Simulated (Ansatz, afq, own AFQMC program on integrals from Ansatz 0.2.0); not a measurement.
AFQMC on a folder of integrals that Ansatz 0.2.0 wrote.

```yaml
crystal:
  periodic: [false, false, false]
  atoms:
    - {symbol: B, position_ang: [-0.445806, 0.000000, 0.512562]}
    - {symbol: O, position_ang: [0.284296, 0.000000, -0.437208]}
    - {symbol: H, position_ang: [0.268905, 0.000000, 1.442309]}
basis:
  gaussian: {orbitals: cc-pVDZ}
magnetization: {spin_polarized: false}
correlation: {method: ccsd_t, electrons: outside_noble_gas, hamiltonian_folder: ham}
```

```sh
$ ansatz run in.yaml --threads 1 --pin off --events-out ev --progress --plain --max-ram 1382MiB
```

afq runs on the folder ham with

```
--method phaseless --trial mp1 --walkers 20 --populations 1 --least-time 40 --time-step 0.02 --steps-per-block 25 --equilibration-blocks 20 --max-blocks 80 --target-error 0.00076 --factor-cut 1e-05 --seed 3055 --release-times 0.2,0.4 --release-step 0.02 --release-every 2 --taylor-order 6
```

Times are imaginary, in 1/Eh. The walk had a cap of 205 s.

```
orbitals 31  electrons 5 5  factors 233 of 302
reference energy -100.08988031 Eh
CCSD correlation -0.28917319 Eh in 12 cycles, weight of the determinant in the CISD state 0.8825
energy of the start -100.372581 Eh
 block  time / (1/Eh)  mean weight  energy / Eh
     1     0.500  1.0113  -100.374304
     2     1.000  0.9979  -100.376717
     3     1.500  0.9913  -100.385814
     4     2.000  0.9644  -100.393376
     5     2.500  0.9922  -100.390453
    10     5.000  1.0230  -100.410328
    19     9.500  0.9905  -100.386330
    29    14.500  1.0004  -100.412649
    39    19.500  0.9995  -100.397613
    47    23.500  0.9912  -100.482031
    49    24.500  1.0238  -100.394678
    59    29.500  0.9975  -100.394111
    69    34.500  0.9918  -100.381717
    79    39.500  1.0034  -100.408407
    81    40.500  1.0133  -100.373544
    89    44.500  1.0009  -100.381231
    99    49.500  1.0271  -100.398127
blocks merged  error / Eh  count
     1  0.001687  80
     2  0.001518  40
     4  0.001641  20
     8  0.001474  10
released: time / (1/Eh)  energy / Eh  error  mean overlap
  0.20  -100.392024  0.001860  0.9972
  0.40  -100.390495  0.002070  0.9943
energy -100.392682 +/- 0.001641 Eh
(rows thinned)
```

Problem. Estimate how long the walk took on 1 thread of Arm Neoverse V1, on a shared host.

Solution. 10 s of wall time.

The run passed its tests (sampling time, drift between the halves within three errors, error under three times the target), which doesn't prove that it has relaxed.

Against this walk (error 44.7 meV) on the same determinant: CCSD(T) 54.7 meV higher (within the noise), CCSDT(Q) 0.7 meV higher (within the noise), a separate phaseless walk with a CISD trial and standard settings 38.8 ± 48.1 meV higher (within the noise). The error is statistical and leaves out the bias of the constraint. Released to 0.40 1/Eh the energy moves by 60 ± 72 meV (both errors), within twice the noise.

Cautions: constraint bias not in the error; error above the target (44.7 against 20.7 meV); higher spins were not checked; restricted determinant unstable towards unrestricted (UHF 113 meV lower, ⟨S²⟩ 0.38); raised T1 diagnostic (T1 0.026, weight of the determinant 0.88, largest double 0.13); so few walkers bias the energy; the time-step error isn't removed.

CCSDT and higher add their correlation energy to the determinant of the CCSD(T) run, since their own runs factorise the integrals more tightly (a shift of under 2 meV). A walk keeps the symmetry of its determinant, which the program's search chose and which needn't be the lowest solution, so a lower state of the same spin and another symmetry isn't excluded.
